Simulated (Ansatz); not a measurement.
# CH2Al+ (triplet): from Hartree-Fock to the top rungs, cc-pVTZ

How much of the correlation energy of CH2Al+ (triplet) does each wave-function method recover here?

Program: Ansatz 0.2.0, Gaussian basis. Level of theory: cc-pVTZ, core rule «outside noble gas», up to 6 orbitals frozen. These are calculated values, not measurements.

To be run: UHF; CCSD(T) on ROHF; CCSD(T) on UHF; BCCD(T) on ROHF; CCSDT(Q) on ROHF; CCSDT(Q) on UHF.

9 further runs of the same task are left out: 4 for a known fault of the program, 5 set aside as unsound or not needed.

## (1) What is computed

The geometry is a PBE0/def2-TZVP stationary point (not a proven minimum) of the parent state, kept for this charge and spin.

4 atoms, charge 1, spin multiplicity 3.

Atoms are counted from 1 here; the program's logs count them from 0.

Bond lengths: Al1–C2 1.970 Å, Al1–H3 1.584 Å, Al1–H4 1.584 Å. Angles: C2–Al1–H3 117.4°, C2–Al1–H4 117.4°, H3–Al1–H4 125.1°.

Geometry (Å):

```xyz
4
CH2Al
Al    0.0000    0.0000    0.5411
C     0.0000    0.0000   -1.4289
H     0.0000    1.4055    1.2709
H     0.0000   -1.4055    1.2709
```

## (2) UHF

Contents of in.yaml:

```yaml
crystal:
  periodic: [false, false, false]
  atoms:
    - {symbol: Al, position_ang: [0.000000, 0.000000, 0.541126]}
    - {symbol: C, position_ang: [0.000000, 0.000000, -1.428933]}
    - {symbol: H, position_ang: [0.000000, 1.405499, 1.270943]}
    - {symbol: H, position_ang: [0.000000, -1.405499, 1.270943]}
basis:
  gaussian: {orbitals: cc-pVTZ}
total_charge: 1
magnetization: {spin_polarized: true, initial_magnetization: 2}
hamiltonian: {xc: hf}
output: {orbitals: {seedname: orbitals}}
```

Launch:

```console
ansatz run in.yaml --threads 1 --pin off --events-out ev --progress --plain --max-ram 4096MiB --backend cpu
```

The runs that follow: CCSD(T) on ROHF; CCSD(T) on UHF; BCCD(T) on ROHF; CCSDT(Q) on ROHF; CCSDT(Q) on UHF.

**Question.** What will the summary of the whole plan be? Wanted: UCCSDT(Q) below the RHF energy; RMP2 from UCCSDT(Q); UMP2 from UCCSDT(Q); RCCSD from UCCSDT(Q); RCCSD(T) from UCCSDT(Q); UCCSD(T) from UCCSDT(Q); RCCSDT(Q) from UCCSDT(Q); T1 diagnostic.

As calculated:

| quantity | value |
| --- | --- |
| UCCSDT(Q) below the RHF energy | -4.9362 eV |
| RMP2 from UCCSDT(Q) | +28.34 kcal/mol |
| UMP2 from UCCSDT(Q) | +28.07 kcal/mol |
| RCCSD from UCCSDT(Q) | +4.55 kcal/mol |
| RCCSD(T) from UCCSDT(Q) | +1.34 kcal/mol |
| UCCSD(T) from UCCSDT(Q) | +1.33 kcal/mol |
| RCCSDT(Q) from UCCSDT(Q) | +0.07 kcal/mol |
| levels within 1 kcal/mol (43 meV) | RCCSDT, UCCSDT, RCCSDT(Q) |
| T1 diagnostic | 0.041 |

In words: RCCSD(T) lands +1.34 kcal/mol from the yardstick (1.2 % of the correlation energy). These misses are within one basis, not against nature; the frozen cores of restricted and unrestricted runs differ, which can shift their rows.
